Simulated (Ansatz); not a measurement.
# Rock-salt TiC

Computed with PBE in Ansatz (PAW).

Numerical settings: plane-wave cutoff 520 eV, 26×26×26 k mesh, Fermi–Dirac smearing 0.056 eV (set by the program), no spin polarisation, scalar-relativistic PAW data made under PBE.

Cell (relaxed at this level):

```
TiC
1.0
    0.00000     2.16636     2.16636
    2.16636     0.00000     2.16636
    2.16636     2.16636     0.00000
Ti C
1 1
Direct
  0.00000   0.00000   0.00000
  0.50000   0.50000   0.50000
```

For rock-salt TiC, the elastic constant C11 comes out as 511 GPa and the elastic constant C12 comes out as 121 GPa. The elastic constant C44 comes out as 169 GPa and the voigt–Reuss–Hill bulk modulus comes out as 251 GPa. The polycrystal shear modulus (Hill average) comes out as 179 GPa and the Young modulus is 434 GPa. The Poisson ratio is 0.212.

Measured, for comparison: elastic constant C11 500 GPa (temperature not stated, no zero-point or thermal correction, our sources range from 500 to 514; as tabulated in Jochym et al. (1999), arXiv:1301.6077); elastic constant C12 113 GPa (temperature not stated, no zero-point or thermal correction, our sources range from 106 to 113; as tabulated in Jochym et al. (1999), arXiv:1301.6077); elastic constant C44 175 GPa (temperature not stated, no zero-point or thermal correction; as tabulated in Jochym et al. (1999), arXiv:1301.6077). Computed (rounded) less measured: elastic constant C11 +2 % (inside the range of the sources held), elastic constant C12 +7 % (+7 % to +14 % over the range), elastic constant C44 -3 %. A static lattice is as a rule a little smaller and stiffer than an uncorrected measurement, which narrows the difference in the elastic constant C12 and would widen misses of the other sign.

Elastic constants are with the ions relaxed.

The result took very roughly 5 core-minutes.

Ansatz is a quantum-chemistry and plane-wave program.
